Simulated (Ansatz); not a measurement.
Scan of [BH$_{2}$···H···GeH$_{3}$], doublet

Starting geometry:

```yaml
atoms:
  - { symbol: B, position_ang: [-2.6113, 0.0000, 0.0000] }
  - { symbol: H, position_ang: [-3.2080, 1.0336, 0.0000] }
  - { symbol: H, position_ang: [-3.2080, -1.0336, 0.0000] }
  - { symbol: H, position_ang: [-1.4178, 0.0000, 0.0000] }
  - { symbol: Ge, position_ang: [0.4587, 0.0000, 0.0000] }
  - { symbol: H, position_ang: [0.9274, -1.4659, 0.0000] }
  - { symbol: H, position_ang: [0.9274, 0.7330, -1.2695] }
  - { symbol: H, position_ang: [0.9274, 0.7330, 1.2695] }
```

From there H4 is moved from one fragment to the other while all else, the fragments' distance too, stays fixed; atoms are numbered as listed. Energies are in kJ/mol, counted from the starting geometry at the same level.

Basis cc-pVDZ; Ansatz 0.2.0. Only valence electrons are correlated (noble-gas cores and the filled d shells of p-block atoms frozen). R marks a restricted (for open shells ROHF) determinant, U an unrestricted one. No spin–orbit coupling is included, and no scalar relativity.

The reference follows the lowest state, whose symmetry changes along the scan.

Full CI isn't at hand for all of this; UCCSDT(Q) serves as the reference, and is uncertain by about the last step of the cluster series.

| distance B1-H4 (Å) | UHF |
| --- | --- |
| 1.194 | 0.0 |
| 1.243 | 5.9 |
| 1.342 | 25.4 |
| 1.441 | 45.9 |
| 1.540 | 62.9 |

Question: Estimate the UCCSDT(Q) curve in cc-pVDZ from this one, knowing how UHF errs.

Answer: The computed UCCSDT(Q) values, in kJ/mol from the starting point, and the error of UHF against them:
| distance B1-H4 (Å) | UCCSDT(Q) | UHF less UCCSDT(Q) |
| --- | --- | --- |
| 1.194 | 0.0 | 0.0 |
| 1.243 | 3.2 | 2.7 |
| 1.342 | 18.6 | 6.7 |
| 1.441 | 38.6 | 7.3 |
| 1.540 | 55.7 | 7.2 |

The error spans 7.3 kJ/mol and is largest, 7.3 kJ/mol, at 1.441 Å.
